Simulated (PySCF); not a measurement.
**Working out the ionisation energy of N**

N [He] 2s2 2p3 (4S) → N+ [He] 2s2 2p2 (3P). All numbers are calculated (PySCF 2.14, scalar relativity by spin-free X2C-1e, in aug-cc-pVDZ-DK (4s3p2d, 23 functions)). Frozen: 1s2. Energies in hartree (1 hartree = 27.21139 eV):

```tsv
part	N (lower)	N+ (upper)
UHF	-54.422331	-53.910695
CCSD correlation	-0.092551	-0.077220
(T)	-0.001274	-0.000870
```

Question: What does Hartree-Fock give?

Answer: (-53.910695) − (-54.422331) = 0.511636 hartree = 13.922 eV.

Question: What do CCSD and CCSD(T) give?

Answer: The CCSD correlation energies differ by 0.015331 hartree = 0.417 eV and the triples by 0.000404 hartree = 0.011 eV, so CCSD gives 14.339 eV and CCSD(T) 14.350 eV.

Measured between the centres of the two terms (NIST): 14.545 eV, so CCSD(T) (valence) is off by -0.195 eV.

A double-zeta basis recovers only part of the correlation energy.

What remains against the reference includes basis incompleteness, the frozen core and higher excitations.
